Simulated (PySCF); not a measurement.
Gas-phase reaction: 3 CH3CHF2 + C4H10 (n-butane) ⇌ 2 CH3CF3 + 2 C3H8

Energies from PySCF, thermal terms from the rigid-rotor harmonic-oscillator model, ideal gas at 1 bar. S°(298 K) at PBE0/def2-TZVP differs from the NASA 1993 table for C4H10 (n-butane) (-9 J/mol/K); whether the harmonic model or the table's entry is off was not settled. † marks an energy on the PBE0/def2-TZVP geometry and frequencies; other levels use their own. 6-31G* has spherical d functions here. All species are closed-shell singlets. B3LYP is the form with VWN-RPA correlation. The harmonic model lacks anharmonicity and excited electronic states, which grow with temperature; levels with a mode under 35 cm⁻¹ are left out. Internal rotation in CH3CHF2, C4H10 (n-butane), CH3CF3, C3H8 is treated as a harmonic vibration of one conformer, which makes the entropy rough.

ΔH° and ΔS° at 298 K: B3LYP/def2-TZVP† -70 kJ, -35 J/K; BLYP/def2-TZVP† -64 kJ, -35 J/K; HF/6-31G* -105 kJ, -35 J/K.

With the heat capacities included, give log10 K (1 bar) at 500, 1000, 1200, 1400, 1800 K from B3LYP/def2-TZVP†, BLYP/def2-TZVP†, HF/6-31G*.


```tsv
T (K)	B3LYP/def2-TZVP†	BLYP/def2-TZVP†	HF/6-31G*
500	5.6	4.9	9.2
1000	2.0	1.7	3.8
1200	1.4	1.1	2.9
1400	1.0	0.8	2.3
1800	0.4	0.3	1.5
```
